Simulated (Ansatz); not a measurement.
Ansatz (a quantum-chemistry and plane-wave program) input:

Ansatz 0.2 input:
```yaml
crystal:
  periodic: [false, false, false]
  atoms:
    - {symbol: O, position_ang: [-0.22489627, 1.19921299, -0.07691899]}
    - {symbol: C, position_ang: [-0.43632120, 0.02838055, -0.00994382]}
    - {symbol: N, position_ang: [0.41790027, -0.99734550, 0.06832224]}
    - {symbol: H, position_ang: [0.07146814, -1.93733424, 0.11876215]}
    - {symbol: H, position_ang: [1.42032731, -0.84523444, 0.07799705]}
basis:
  gaussian:
    orbitals: def2-TZVP
hamiltonian:
  xc: b3lyp
  dispersion: d3bj
magnetization: {spin_polarized: true, initial_magnetization: 1}
phonons: {temperatures: {t_min: 298.15, t_max: 298.15, t_step: 100}}
```

Predict the final energy.

-169.31816 Eh (B3LYP-D3(BJ)/def2-TZVP). The basis has 105 functions.

It need not be the lowest isomer of its formula.
